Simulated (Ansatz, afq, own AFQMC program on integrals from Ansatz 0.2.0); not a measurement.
AFQMC on a folder of integrals that Ansatz 0.2.0 wrote.

```yaml
crystal:
  periodic: [false, false, false]
  atoms:
    - {symbol: Zr, position_ang: [0.000000, 0.000000, 0.000000]}
    - {symbol: B, position_ang: [0.000000, 0.000000, 2.147200]}
basis:
  gaussian: {orbitals: def2-TZVP}
total_charge: 1
magnetization: {spin_polarized: true, initial_magnetization: 4}
correlation: {method: ccsd_t, electrons: outside_noble_gas, hamiltonian_folder: ham}
```

```sh
$ ansatz run in.yaml --threads 1 --pin off --events-out ev --progress --plain --max-ram 16896MiB --backend cuda --devices 0, --max-vram 18GiB
```

afq runs on the folder ham with

```
--method phaseless --trial cisd --walkers 4000 --populations 20 --least-time 60 --time-step 0.005 --steps-per-block 50 --equilibration-blocks 40 --max-blocks 4000 --target-error 0.00015 --factor-cut 1e-05 --start spin_pure --seed 7645 --release-times 0.24,0.5,1,1.5 --release-step 0.02 --release-every 3 --taylor-order 6
```

Times are imaginary, in 1/Eh. The walk had a cap of 237 s. With eight or more populations the least sampling time is a fifth of least-time, and the error comes from their spread. Core potentials past Kr, no spin–orbit coupling.

afq prints:

```
orbitals 66  electrons 5 1  factors 499 of 562
reference energy -70.82267597 Eh
CCSD correlation -0.11962181 Eh in 16 cycles, weight of the determinant in the CISD state 0.8429
energy of the start -70.942177 Eh
 block  time / (1/Eh)  mean weight  energy / Eh
     1     0.250  0.9998  -70.942228
     2     0.500  0.9998  -70.943160
     3     0.750  1.0001  -70.944138
     4     1.000  0.9998  -70.945306
     5     1.250  1.0000  -70.946017
     7     1.750  1.0000  -70.947526
     9     2.250  0.9999  -70.948329
    13     3.250  0.9999  -70.949194
    19     4.750  0.9998  -70.949943
    25     6.250  1.0000  -70.949908
    31     7.750  0.9999  -70.950206
    37     9.250  1.0001  -70.949331
    43    10.750  1.0001  -70.949849
    49    12.250  0.9997  -70.949344
    55    13.750  0.9998  -70.948802
    58    14.500  0.9999  -70.953785
    61    15.250  1.0000  -70.949770
    67    16.750  1.0001  -70.947073
    73    18.250  1.0001  -70.948580
    79    19.750  0.9998  -70.948996
    85    21.250  1.0001  -70.949467
    91    22.750  0.9998  -70.949535
    97    24.250  1.0003  -70.948519
   103    25.750  1.0001  -70.949323
   109    27.250  1.0000  -70.949139
   115    28.750  1.0002  -70.948504
   121    30.250  1.0000  -70.948282
   127    31.750  0.9998  -70.947694
   130    32.500  0.9998  -70.948447
error from the spread of 20 populations
released: time / (1/Eh)  energy / Eh  error  mean overlap
  0.24  -70.949507  0.000127  0.9995
  0.50  -70.949464  0.000560  0.9991
  1.00  -70.950456  0.000179  0.9989
  1.50  -70.950767  0.000105  0.9997
energy -70.949087 +/- 0.000133 Eh
(rows thinned)
```

The run passed its tests (sampling time, drift between the halves within three errors, error under three times the target), which doesn't prove that it has relaxed.

Against this walk (error 3.6 meV) on the same determinant: CCSD(T) 10.5 meV lower, CCSDT(Q) 76.9 meV lower. The error is statistical and leaves out the bias of the constraint. None of these is a sure reference here. The released energies have errors that jump between times, so the bars are unsure (meV from the phaseless value at times in 1/Eh: -11 ± 3 at 0.24, -10 ± 15 at 0.50, -37 ± 5 at 1.00, -46 ± 3 at 1.50), so they give no level; they do show a bias of the constraint, and the last of them that isn't too noisy lies 31 meV above CCSDT(Q).

Cautions: constraint bias not in the error; no spin-orbit coupling; outer-core shells of the metal frozen; lower spins were not checked; higher spins were not checked; strong correlation (T1 0.070, weight of the determinant 0.84, largest double 0.06).

The walk took 120 s on 1 × NVIDIA H100 80GB HBM3 with 2 threads of AMD EPYC 7R13 Processor (Zen 3), on a shared host (the card was shared). The log's last line is the phaseless energy.

CCSDT and higher add their correlation energy to the determinant of the CCSD(T) run, since their own runs factorise the integrals more tightly (a shift of under 2 meV). A walk keeps the symmetry of its determinant, which the program's search chose and which needn't be the lowest solution, so a lower state of the same spin and another symmetry isn't excluded.
